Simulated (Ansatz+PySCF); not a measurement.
Values are calculated unless marked as measured or tabulated.
## Several solutions for singlet N₂

```xyz
2

N     0.0000    0.0000   -0.8233
N     0.0000    0.0000    0.8233
```

Basis set: cc-pVDZ (spherical functions). Charge 0, multiplicity 1.

RHF was run from several starts with Ansatz (development build ahead of 0.2.0) and PySCF 2.14.0.

```
run  program                                 start  converged  energy (hartree)  <S²>
  A    PySCF  guess huckel, instabilities followed        yes        -108.58982  0.00
  B   Ansatz               stability test followed        yes        -108.58982  0.00
  C   Ansatz           search for the lowest state        yes        -108.58982  0.00
  D    PySCF                      program defaults        yes        -108.56030  0.00
  E    PySCF   guess minao, instabilities followed        yes        -108.58982  0.00
  F    PySCF    guess atom, instabilities followed        yes        -108.58982  0.00
  G    PySCF      guess 1e, instabilities followed        yes        -108.58982  0.00
  H   Ansatz               atomic start, no search        yes        -108.56030  0.00
```

Task: Which runs reached the lowest solution of this kind, and what is wrong with the others?

Result: A, B, C, E, F, G reached the lowest solution found. Converged but too high: D by 0.80 eV, H by 0.80 eV. Convergence only shows a stationary point, and even a stable one can lie too high; stability tests and further starts are what find lower ones. Caution: an unrestricted determinant lies well below (5.17 eV lower). Caution: the determinant breaks the point group.
